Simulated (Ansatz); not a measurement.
Two structures of SiH5OF, closed shell, reached by relaxing down either side of one saddle point (PBE0-D4/def2-TZVP). Energies are electronic, without zero-point energy. Ansatz 0.2.0; basis: def2-TZVPP and def2-QZVPP; cores frozen in the correlated methods. Extrapolation: Hartree–Fock as exp(−7.88 √X), correlation as X^−2.97. First:

```json
{"atom": "Si1", "x (Å)": "-1.0967", "y (Å)": "0.3580", "z (Å)": "-0.2479"}
{"atom": "F2", "x (Å)": "-0.8862", "y (Å)": "-1.0305", "z (Å)": "0.5410"}
{"atom": "H3", "x (Å)": "-0.5580", "y (Å)": "0.2330", "z (Å)": "-1.6175"}
{"atom": "H4", "x (Å)": "-2.5638", "y (Å)": "0.5813", "z (Å)": "-0.2939"}
{"atom": "H5", "x (Å)": "-0.4535", "y (Å)": "1.4512", "z (Å)": "0.5137"}
{"atom": "H6", "x (Å)": "1.3884", "y (Å)": "-1.1656", "z (Å)": "0.4254"}
{"atom": "O7", "x (Å)": "1.8292", "y (Å)": "-0.4277", "z (Å)": "-0.0055"}
{"atom": "H8", "x (Å)": "2.3407", "y (Å)": "0.0005", "z (Å)": "0.6848"}
```

Second:

```tsv
atom	x (Å)	y (Å)	z (Å)
Si1	-0.4899	0.9287	-0.2763
F2	0.7116	-2.7258	-0.0991
H3	-1.1347	0.1782	-1.3731
H4	-1.5017	1.4872	0.6559
H5	0.3445	2.0370	-0.8052
H6	0.6270	-1.8174	0.1226
O7	0.4648	-0.1882	0.5095
H8	0.9784	0.1006	1.2657
```

Q: Which bonds change from the first to the second?

A: SiH₃F ([F][SiH3]) + H₂O → SiH₄O ([OH][SiH3]) + HF; bonds formed: Si1–O7, F2–H6; bonds broken: Si1–F2, H6–O7.

Q: Give the saddle point's structure and its height above each. (An estimate is asked for; the value comes from the calculation.)

A: The calculation gives: 31.60 kcal/mol above the first and 25.94 kcal/mol above the second (CCSD(T) at an estimated basis limit (MP2 extrapolated from triple and quadruple zeta, plus CCSD(T) − MP2 in triple zeta)).
Si1  (-0.493, 0.375, -0.282)
F2  (-0.500, -1.561, -0.007)
H3  (-0.820, 0.120, -1.699)
H4  (-1.570, 0.419, 0.733)
H5  (-0.028, 1.808, -0.292)
H6  (0.664, -1.170, 0.333)
O7  (1.169, -0.203, 0.225)
H8  (1.576, 0.213, 0.990)
(Å)

The T1 diagnostic stays at or below 0.012.

The step is the kind of ligand exchange by which a precursor binds to a hydroxyl group, or is hydrolysed, in atomic layer deposition of oxides.

Labels in which every atom is bracketed show which atoms are joined, not bond orders.

For scale, one of the runs: CCSD(T)/def2-TZVPP, 174 basis functions (an equivalent command: `ansatz run in.yaml --threads 2`). Time: 17 s of wall clock on 2 CPU threads; the host was shared. Peak host memory: 1.6 GiB.
